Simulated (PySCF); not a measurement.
# HF: spin, charge, geometry and surroundings

How does HF answer to another spin, charge, distance or environment?

Program: PySCF 2.14.0. Level of theory: method and basis as typed in the scripts. These are calculated values, not measurements.

1 further run of the same task is left out (it didn't finish).

## Step 1: Starting geometry

HF: 2 atoms, charge 0, spin multiplicity 1.

Bond lengths: H1–F2 0.935 Å.

## Step 2: The base run

The input, input.py:

```python
from pyscf import gto, scf, cc

mol = gto.M(
    atom='H 0 0 0; F 0 0 0.935',
    basis='sbkjc',
    ecp={'F': 'sbkjc'},
    charge=0,
    spin=0,
    verbose=3,
)
mf = scf.RHF(mol)
mf.kernel()
mycc = cc.CCSD(mf)
mycc.kernel()
mycc.ccsd_t()
mf.dip_moment()
print('orbital energies (hartree):', mf.mo_energy[..., max(0, mol.nelec[1]-3):mol.nelec[0]+3].round(4))
```

Run with:

```console
$ OMP_NUM_THREADS=1 python input.py
```

The log of this run is left out.

Base result: E(SCF) = -24.422246 Eh, E(CCSD) − E(SCF) = -0.10838 Eh, (T) = -0.00164 Eh, μ = 2.40 D (of the SCF density).

The bond length is a typed value, not an optimised one.

## Step 3: Lengths in bohr

Variant 1 changes length unit: angstrom → bohr; bond length: 0.935 Å → 0.935 bohr.

The input, input.py:

```python
from pyscf import gto, scf, cc

mol = gto.M(
    atom='H 0 0 0; F 0 0 0.935',
    basis='sbkjc',
    ecp={'F': 'sbkjc'},
    charge=0,
    spin=0,
    unit='bohr',
    verbose=3,
)
mf = scf.RHF(mol)
mf.kernel()
mycc = cc.CCSD(mf)
mycc.kernel()
mycc.ccsd_t()
mf.dip_moment()
print('orbital energies (hartree):', mf.mo_energy[..., max(0, mol.nelec[1]-3):mol.nelec[0]+3].round(4))
```

Run with:

```console
$ OMP_NUM_THREADS=1 python input.py
```

## Step 4: Charge +1 (doublet, UHF)

Variant 2 changes charge: 0 → 1; spin (2S): 0 → 1; SCF type: RHF → UHF.

The input, input.py:

```python
from pyscf import gto, scf, cc

mol = gto.M(
    atom='H 0 0 0; F 0 0 0.935',
    basis='sbkjc',
    ecp={'F': 'sbkjc'},
    charge=1,
    spin=1,
    verbose=3,
)
mf = scf.UHF(mol)
mf.kernel()
mycc = cc.CCSD(mf)
mycc.kernel()
mycc.ccsd_t()
mf.dip_moment()
print('orbital energies (hartree):', [e[max(0, n-3):n+3].round(4) for e, n in zip(mf.mo_energy, mol.nelec)])
```

## Step 5: Electric field 0.001 a.u.

Variant 3 changes electric field: none → 0.001 a.u.

Changes to input.py since step 2:

```diff
@@ -11,2 +11,7 @@
 mf = scf.RHF(mol)
+field = 0.001  # electric field along z, atomic units
+h = mf.get_hcore() + field*mol.intor('int1e_r')[2]
+mf.get_hcore = lambda *args: h
+e_nuc = mol.energy_nuc() - field*mol.atom_charges() @ mol.atom_coords()[:, 2]
+mf.energy_nuc = lambda *args: e_nuc
 mf.kernel()
```

## Step 6: Bond 1.403 Å

Variant 4 changes bond length: 0.935 Å → 1.403 Å.

Changes to input.py since step 2:

```diff
@@ -3,3 +3,3 @@
 mol = gto.M(
-    atom='H 0 0 0; F 0 0 0.935',
+    atom='H 0 0 0; F 0 0 1.403',
     basis='sbkjc',
```

## Step 7: Triplet (UHF)

Variant 5 changes spin (2S): 0 → 2; SCF type: RHF → UHF.

The input, input.py:

```python
from pyscf import gto, scf, cc

mol = gto.M(
    atom='H 0 0 0; F 0 0 0.935',
    basis='sbkjc',
    ecp={'F': 'sbkjc'},
    charge=0,
    spin=2,
    verbose=3,
)
mf = scf.UHF(mol)
mf.kernel()
mycc = cc.CCSD(mf)
mycc.kernel()
mycc.ccsd_t()
mf.dip_moment()
print('orbital energies (hartree):', [e[max(0, n-3):n+3].round(4) for e, n in zip(mf.mo_energy, mol.nelec)])
```

**Question.** What will these runs give? Wanted: for each run, E(SCF); from base; SCF dipole; after the SCF.

**Answer**, as computed:

```
                          run  E(SCF) (hartree)  from base (eV)  SCF dipole (D)                  after the SCF
                         base        -24.422246               0            2.40  CCSD(T) correlation -2.994 eV
lengths in bohr (poor choice)        -23.623564  not comparable            1.87  CCSD(T) correlation -2.133 eV
     charge +1 (doublet, UHF)        -23.895397        +14.3363             n/a  CCSD(T) correlation -1.806 eV
    electric field 0.001 a.u.        -24.421303         +0.0257            2.39  CCSD(T) correlation -2.995 eV
                 bond 1.403 Å        -24.316588         +2.8751            3.15  CCSD(T) correlation -3.818 eV
                triplet (UHF)        -24.087681         +9.1040            2.14  CCSD(T) correlation -1.729 eV
```

What this shows: Of the runs whose energies can be compared, “triplet (UHF)” moves the SCF energy most (+9.104 eV). At the SCF level, going to the doublet with one electron fewer costs 14.34 eV at fixed geometry. The triplet solution found lies 9.10 eV above the base singlet at this geometry and level. Rows marked «poor choice» come from settings spoiled on purpose.
